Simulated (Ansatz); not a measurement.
in.yaml

```yaml
crystal:
  periodic: [false, false, false]
  atoms:
    - {symbol: Li, position_ang: [0.000000, 0.000000, 0.000000]}
    - {symbol: Be, position_ang: [0.000000, 0.000000, 3.620000]}
basis:
  gaussian: {orbitals: def2-SVP}
total_charge: -1
magnetization: {spin_polarized: true, initial_magnetization: 0}
correlation: {method: ccsdt_q, electrons: all}
output: {forces: true}
```

```sh
$ ansatz run in.yaml --threads 1 --pin off --events-out ev --progress --plain --max-ram 2393MiB
```

The program prints:

```
411 factors; integrals over basis functions are off by at most 1.7e-7 eV
mean field evaluation 1: about -597.4338 eV, gradient 2.9e0 eV
mean field evaluation 2: about -597.4268 eV, gradient 2.9e0 eV
mean field evaluation 4: about -597.8693 eV, gradient 4.8e-1 eV
mean field evaluation 8: about -597.8811 eV, gradient 2.7e-3 eV
mean field evaluation 16: about -597.9560 eV, gradient 4.9e-1 eV
mean field evaluation 32: about -597.9085 eV, gradient 1.6e-1 eV
mean field evaluation 64: about -597.8811 eV, gradient 2.4e-3 eV
mean field evaluation 96: about -598.1227 eV, gradient 2.6e-6 eV
mean field evaluation 128: about -597.9605 eV, gradient 2.0e0 eV
mean field evaluation 160: about -597.9323 eV, gradient 9.9e-1 eV
...
cycle  27  -1.71081209 eV  change    2.8e-8 eV  update   5.6e-8
cycle  28  -1.71081211 eV  change   -1.8e-8 eV  update   4.6e-8
cycle  29  -1.71081209 eV  change    1.3e-8 eV  update   3.3e-8
cycle  30  -1.71081208 eV  change    1.8e-8 eV  update   3.6e-8
cycle  31  -1.71081207 eV  change    1.6e-9 eV  update   3.2e-8
cycle  32  -1.71081208 eV  change   -1.0e-9 eV  update   3.1e-8
cycle   1  -1.71081196 eV  update   8.1e-8
cycle   2  -1.71081190 eV  change    6.3e-8 eV  update   5.1e-8
cycle   3  -1.71081184 eV  change    6.1e-8 eV  update   3.8e-8
cycle   4  -1.71081178 eV  change    6.1e-8 eV  update   3.0e-8
perturbative correction -0.00470809 eV, -0.0001730192 hartree
the calculation of the forces begins
Total energy: -599.83817535 eV, -22.0436463592 hartree
Atom 0 at     0.000000     0.000000     0.000000 Å, force     0.000000     0.000000     0.038409 eV/Å
Atom 1 at     0.000000     0.000000     3.620000 Å, force     0.000000    -0.000000    -0.038409 eV/Å
Dipole moment:     0.000000    -0.000000     1.289644 e Å
```

Forces (eV/Å):
```
Li   0.000  0.000  0.038
Be   0.000  0.000 -0.038
```

Ran on 1 thread of Arm Neoverse V2, shared host: 13 s wall, 0.2 GiB peak host memory.
